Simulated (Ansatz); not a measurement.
**C4H7FO: basis-set convergence**

The task here is to estimate one member of a computed series from the others.

Computed with Ansatz 0.2.0, Gaussian basis. Level: one geometry, several basis sets.

The runs, in order: PBE0-D4/def2-SVP; ωB97M-V/def2-SVP; PBE0-D4/def2-QZVPP; ωB97M-V/def2-QZVPP; the functionals' def2-TZVPP values are taken from earlier runs.

### Structure used throughout

An earlier PBE0-D4 in a triple-zeta def2 set relaxation fixed the geometry.

13 atoms, charge 0, spin multiplicity 1.

Atoms are counted from 1 here; the program's logs count them from 0.

Bond lengths: C1–C2 1.325 Å, C1–H7 1.081 Å, C1–H8 1.081 Å, C2–O3 1.359 Å, C2–H9 1.084 Å, O3–C4 1.385 Å, C4–C5 1.499 Å, C4–F6 1.382 Å, C4–H10 1.097 Å, C5–H11 1.090 Å, C5–H12 1.090 Å, C5–H13 1.091 Å. Angles: C2–C1–H7 118.4°, C2–C1–H8 123.5°, H7–C1–H8 118.0°, C1–C2–O3 128.0°, C1–C2–H9 122.3°, O3–C2–H9 109.8°, C2–O3–C4 117.9°, O3–C4–C5 108.8°, O3–C4–F6 109.6°, O3–C4–H10 109.7°, C5–C4–F6 109.1°, C5–C4–H10 113.3°, F6–C4–H10 106.2°, C4–C5–H11 109.7°, C4–C5–H12 110.0°, C4–C5–H13 109.6°, H11–C5–H12 109.1°, H11–C5–H13 109.3° and more.

Set-up of the first run:

in.yaml reads:

```yaml
crystal:
  periodic: [false, false, false]
  atoms:
    - {symbol: C, position_ang: [-1.902583, 1.120634, 0.260114]}
    - {symbol: C, position_ang: [-0.639138, 1.515971, 0.194880]}
    - {symbol: O, position_ang: [0.478197, 0.742993, 0.163951]}
    - {symbol: C, position_ang: [0.319591, -0.617990, -0.037844]}
    - {symbol: C, position_ang: [1.657177, -1.220437, -0.345827]}
    - {symbol: F, position_ang: [-0.187108, -1.201402, 1.108120]}
    - {symbol: H, position_ang: [-2.678594, 1.873299, 0.249456]}
    - {symbol: H, position_ang: [-2.200032, 0.085180, 0.351480]}
    - {symbol: H, position_ang: [-0.361381, 2.562938, 0.156594]}
    - {symbol: H, position_ang: [-0.424992, -0.790848, -0.824918]}
    - {symbol: H, position_ang: [1.556337, -2.299214, -0.464887]}
    - {symbol: H, position_ang: [2.054259, -0.794541, -1.267809]}
    - {symbol: H, position_ang: [2.348664, -1.011385, 0.471391]}
basis:
  gaussian: {orbitals: def2-SVP}
hamiltonian: {xc: pbe0, dispersion: d4}
output: {orbitals: {seedname: orbitals}}
```

Launch:

```bash
$ ansatz run in.yaml --threads 4 --pin off --events-out ev --progress --plain --max-ram 10444MiB
```

Among the steps run: PBE0-D4 in def2-SVP; ωB97M-V in def2-SVP; PBE0-D4 in def2-QZVPP; ωB97M-V in def2-QZVPP.

One table of the session follows, with a row left open; its other results are not shown here.

```
functional       basis  HOMO (eV)  LUMO (eV)
   PBE0-D4    def2-SVP      -7.03       0.80
   PBE0-D4  def2-TZVPP          ?          ?
   PBE0-D4  def2-QZVPP      -7.13       0.45
   ωB97M-V    def2-SVP      -9.29       3.06
   ωB97M-V  def2-TZVPP      -9.38       2.65
   ωB97M-V  def2-QZVPP      -9.40       2.05
```

**Question.** Estimate the row for PBE0-D4, def2-TZVPP.

**Answer.** HOMO (eV): -7.10; LUMO (eV): 0.55. In the column «HOMO (eV)» it lies between PBE0-D4, def2-QZVPP (-7.13) and PBE0-D4, def2-SVP (-7.03).
